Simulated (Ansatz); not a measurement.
**Molecular dynamics of ClNa**

Input:

```yaml
crystal:
  periodic: [false, false, false]
  atoms:
    - { symbol: Na, position_ang: [-0.981474, 0.30139, -0.512862] }
    - { symbol: Cl, position_ang: [1.010974, -0.36149, 0.516862] }
magnetization:
  spin_polarized: true
basis:
  gaussian: { orbitals: def2-SVP }
hamiltonian:
  xc: b3lyp
md:
  timestep: 2.0
  n_steps: 400
  ensemble: nvt_langevin
  temperature: 1500.0
  initial_velocities: maxwell_boltzmann
  seed: 913732
  friction: 0.005
```

Launched with:

```bash
$ ansatz run input.yaml --threads 1 --pin off --max-ram 2048MiB --backend cpu --events-out ev --progress --plain --runs-dir out
```

It starts from a relaxed structure.

Output, in part (step lines, the closing report, with atoms numbered from 0):

```
md step     0: t =     0.00 fs  T =   750.0 K  F+E_penalty+E_count = -16935.87645088 eV  E_kin = 0.193890 eV  (23 SCF iters)
md step     1: t =     2.00 fs  T =   812.1 K  F+E_penalty+E_count = -16935.87452275 eV  E_kin = 0.209952 eV  (22 SCF iters)
md step     2: t =     4.00 fs  T =   797.0 K  F+E_penalty+E_count = -16935.86793182 eV  E_kin = 0.206036 eV  (22 SCF iters)
md step     3: t =     6.00 fs  T =   515.8 K  F+E_penalty+E_count = -16935.85923147 eV  E_kin = 0.133354 eV  (22 SCF iters)
md step     4: t =     8.00 fs  T =   499.3 K  F+E_penalty+E_count = -16935.85132782 eV  E_kin = 0.129071 eV  (22 SCF iters)
md step     5: t =    10.00 fs  T =   486.4 K  F+E_penalty+E_count = -16935.84440405 eV  E_kin = 0.125736 eV  (22 SCF iters)
md step     6: t =    12.00 fs  T =   558.8 K  F+E_penalty+E_count = -16935.83958412 eV  E_kin = 0.144457 eV  (22 SCF iters)
md step     7: t =    14.00 fs  T =   720.3 K  F+E_penalty+E_count = -16935.83749061 eV  E_kin = 0.186201 eV  (19 SCF iters)
[... lines left out ...]
md step   397: t =   794.00 fs  T =  2147.1 K  F+E_penalty+E_count = -16935.75328229 eV  E_kin = 0.555073 eV  (22 SCF iters)
md step   398: t =   796.00 fs  T =  2478.8 K  F+E_penalty+E_count = -16935.76854543 eV  E_kin = 0.640828 eV  (22 SCF iters)
md step   399: t =   798.00 fs  T =  2733.9 K  F+E_penalty+E_count = -16935.78743745 eV  E_kin = 0.706761 eV  (23 SCF iters)
md step   400: t =   800.00 fs  T =  2753.4 K  F+E_penalty+E_count = -16935.80845373 eV  E_kin = 0.711800 eV  (24 SCF iters)
Total energy: -16935.80866222 eV, -622.3794888332 hartree
Atom 0 at     1.972154    -3.327713    -1.525831 Å, force     0.036534    -0.425603     0.721975 eV/Å
Atom 1 at     2.080508    -4.589995     0.615452 Å, force    -0.036534     0.425603    -0.721975 eV/Å
Dipole moment:    -0.076253     0.888317    -1.506904 e Å
```

The steps, from the saved trajectory:

```csv
time (fs),T (K),potential energy less start (eV)
0.0,750,0.000
26.0,759,0.013
52.0,740,0.023
78.0,934,0.016
104.0,548,0.035
130.0,694,0.002
156.0,1159,0.000
182.0,909,0.008
208.0,584,0.010
234.0,1148,0.023
260.0,930,0.026
286.0,1117,0.012
312.0,1400,0.001
338.0,1561,0.160
364.0,1909,0.032
390.0,2073,0.028
416.0,2211,0.003
442.0,2696,0.006
468.0,2925,0.015
494.0,2137,0.007
520.0,1505,0.000
546.0,2162,0.008
572.0,3314,0.003
598.0,2259,0.005
624.0,2145,0.097
650.0,1496,0.001
676.0,760,0.144
702.0,852,0.049
728.0,509,0.032
754.0,1772,0.013
780.0,1550,0.107
```

All steps were run. The mean temperature of the second half is 30 % above the set value. A run of 0.8 ps of so small a system gives no equilibrium averages.

The same pairs are bonded in the first frame and the last. Pairs count as bonded within 1.25 times the sum of covalent radii (0.12 Å more for H–H).

Last frame:

```xyz
2
Properties=species:S:1:pos:R:3
Na 1.972 -3.328 -1.526
Cl 2.080 -4.590 0.616
```

Run time: 7 min on 1 thread of Arm Neoverse V1, on a shared host, peak memory 0.095 GiB.
